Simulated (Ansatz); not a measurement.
**One structure, 3 elements: Cs3V, Cs3Nb, Cs3Ta**

Plane-wave DFT in Ansatz with scalar-relativistic PAW potentials, cutoff 420 eV, Γ-centred meshes chosen by cell and gap, Gaussian smearing with energies taken to zero width. Every cell was relaxed (cell and atoms) in a run of its own, within the symmetry of its start. Functional: PBE.

All members share space group Pm-3m and the same sites; only the element on one set of sites changes (V, Nb, Ta). Members needn't be the stable form of their composition. Energies over the elements, where given, are against the elements' standard states in the same functional (H₂, N₂, O₂ and halogens uncorrected, Hg as a solid). The first member:

Space group Pm-3m (No. 221). a = 6.460 Å, b = 6.460 Å, c = 6.460 Å, α = 90.00°, β = 90.00°, γ = 90.00°
```tsv
atom	site	symmetry	x	y	z
Cs	3c	4/mm.m	0.0000	0.5000	0.5000
V	1a	m-3m	0.0000	0.0000	0.0000
```

Q: How do size, gap and binding change down the group?

A:
```csv
compound,V (Å³/atom),a (Å),energy over elements (eV/atom),largest moment (μB)
Cs3V,67.41,6.460,0.946,3.95
Cs3Nb,56.22,6.081,1.617,no spin
Cs3Ta,53.77,5.991,1.763,no spin
```

Over the series the volume shrinks at each step down the group; all are metallic on the mesh; none is bound against its elements in this structure, and V comes closest. Ta is no larger than Nb here (53.77 against 56.22 Å³/atom), as one expects from the lanthanide contraction and relativistic shrinking of 6s.

Spin-orbit coupling is left out, which matters for the bands of heavy elements. Magnetic cells started from one order each; another order can shift an energy by tens of meV per atom.